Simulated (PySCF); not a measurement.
Vibration and rotation of F₂⁺

UHF-CCSD(T) constants of F₂⁺, ²Πg (doublet), unpaired electrons π ↑ (F pcseg-1; no relativity (PySCF 2.14); masses 18.9984 and 18.9984 u):

| Property | Result |
| --- | --- |
| ωe | 979.5 cm⁻¹ |
| ωexe | 8.2 cm⁻¹ |
| Be | 0.97007 cm⁻¹ |
| αe | 0.0119 cm⁻¹ |
| D (centrifugal) | 3.81e-06 cm⁻¹ |
| De to F⁺ + F | 2.51 eV |

Q: Give the vibrational terms G(v) and spacings up to v = 3.

A: G(v) = ωe(v+½) − ωexe(v+½)².

```csv
v,G(v) (cm⁻¹),G(v) − G(v−1),Bv (cm⁻¹)
0,488,,0.9641
1,1451,963,0.9522
2,2398,947,0.9403
3,3328,930,0.9284
```

Q: How well does the Morse estimate ωe²/(4ωexe) reproduce De, and what is D0?

A: It gives 3.63 eV, 144 % of the computed De. D0 = De − G(0) = 2.51 − 0.06 = 2.45 eV.

Correlated steps freeze 2 core orbitals. Correlated levels converge slowly with the basis: in double zeta they bind strong bonds too weakly, by up to about 1 eV, and carry superposition errors of some tenths. The state is the lowest determinant that a PBE0 search found; another state may lie lower at other levels.
